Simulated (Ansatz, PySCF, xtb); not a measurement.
Series SiH3-X, H atom removed: substituent effects on one reactive site. Isolated molecules, 0 K electronic values unless said otherwise. One relaxed conformer stands for each flexible species; it need not be the lowest. Strings in code marks are SMILES.

Quantity: bond dissociation enthalpy (X–H) at 298 K, in kcal/mol. HF references are unrestricted for open shells and restricted for singlets. Enthalpy corrections at 298 K come from GFN2-xTB frequencies (xtb).

Level 1: frozen-core CCSD(T)/def2-TZVPP // r2SCAN-D4/def2-TZVP (Ansatz, a first-principles code)
Level 2: PBE-D3(BJ)/def2-TZVP // r2SCAN-D4/def2-TZVP (PySCF)
Level 3: B3LYP/3-21G // r2SCAN-D4/def2-TZVP (PySCF)
Level 4: PBE/6-31G* // r2SCAN-D4/def2-TZVP (PySCF)

```json
[
 {"species": "X = fluoro, H atom removed: `F[SiH2]`", "level 2": "88.2", "level 3": "89.5", "level 4": "88.7"},
 {"species": "X = ethyl, H atom removed: `CC[SiH2]`", "level 2": "87.1", "level 3": "87.4", "level 4": "87.1"}
]
```

Problem. What does level 1 give for each?

Solution. 
- X = fluoro, H atom removed: `F[SiH2]`: 94.0
- X = ethyl, H atom removed: `CC[SiH2]`: 91.9
